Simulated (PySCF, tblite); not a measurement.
**CH₄F−, a complex of two parts: NMR shifts, interaction energy, infrared bands, spin-spin couplings and core binding energies**

One table from this session's results is given with a row withheld; the runs are named, their logs left out.

Programs: tblite 0.8.0 and PySCF 2.14.0. All values are calculated, for the isolated system unless a continuum is named. Atoms count from 0, parts from 1.

## Starting point

6 atoms, charge -1, multiplicity 1; geometry: rigid parts in contact. Parts: 1 = atoms 0–4, `C`, charge 0; 2 = atom 5, `[F-]`, charge -1.

The first run:

The job: settings as JSON, then the geometry in Å.

```
{"job": {"kind": "dock", "xc": "GFN2-xTB", "basis": "xTB"}, "charge": -1, "multiplicity": 1, "parts": [{"atoms": "0-4", "charge": 0, "multiplicity": 1}, {"atoms": "5-5", "charge": -1, "multiplicity": 1}]}
C      0.000013     0.000043    -0.000028
H     -0.683935    -0.825099    -0.151003
H     -0.413083     0.896567    -0.443496
H      0.147397     0.157050     1.060634
H      0.949608    -0.228560    -0.466107
F      1.105994     0.273037     2.831445
```

With the program's defaults for keys left out, this is: GFN2-xTB search for minima from random contacts, gas phase.

Started as:

```console
$ OMP_NUM_THREADS=1 python cluster_run.py task.json out
```

This one command runs all jobs of the session in turn.

Among the steps run: Docking the parts with GFN2-xTB; Relaxing the molecule at PBE0-D3(BJ)/def2-TZVPD; Nuclear shieldings: PBE0/aug-pcSseg-2; Coupled-cluster interaction energy: CCSD(T) and MP2.

One table of the session follows, with a row left open; its other results are not shown here.

It belongs to the step «Coupled-cluster interaction energy: CCSD(T) and MP2». 

```
                 method  interaction energy (kcal/mol)
         HF/aug-cc-pVDZ                          -4.64
        MP2/aug-cc-pVDZ                          -5.87
       CCSD/aug-cc-pVDZ                          -5.83
    CCSD(T)/aug-cc-pVDZ                          -6.12
         HF/aug-cc-pVQZ                          -4.70
        MP2/aug-cc-pVQZ                          -6.76
    SCS-MP2/aug-cc-pVQZ                          -6.00
      MP2, extrapolated                          -6.90
CCSD(T), limit estimate                              ?
```

**Question.** Estimate the row for CCSD(T), limit estimate.

As computed: interaction energy (kcal/mol): -7.14. In the column «interaction energy (kcal/mol)» it is the lowest.

To keep in mind: The interaction energy leaves out the deformation of the parts, 0.59 kcal/mol (MP2); added to the CCSD(T) estimate it gives a binding of about -6.55 kcal/mol.
